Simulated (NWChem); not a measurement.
System: methanol (CH4O); SMILES CO

```xyz
6

C     -0.0103    -0.6588     0.0000
O     -0.0877     0.7481     0.0000
H      0.4965    -1.0494    -0.8912
H     -1.0337    -1.0351     0.0000
H      0.4965    -1.0494     0.8912
H      0.8040     1.1014     0.0000
```
Atoms are numbered in this order, from 1.

Program: NWChem. Coordinates come from a PBE0-D3(BJ)/def2-TZVP optimisation. Ions are spin-unrestricted doublets at the neutral geometry; other ion states weren't tried. Functional: LC-ωPBE (HJS hole) with def2-SVP; rows give the range parameter ω in 1/bohr.

For range parameter (1/bohr) 0.50:

- vertical ionisation energy, ΔSCF (eV): 11.01
- −ε(HOMO) (eV): 11.09

Q: Estimate the same quantities for range parameter (1/bohr) 0.20.

A: 
* **vertical ionisation energy, ΔSCF (eV)**: 10.60
* **−ε(HOMO) (eV)**: 8.55
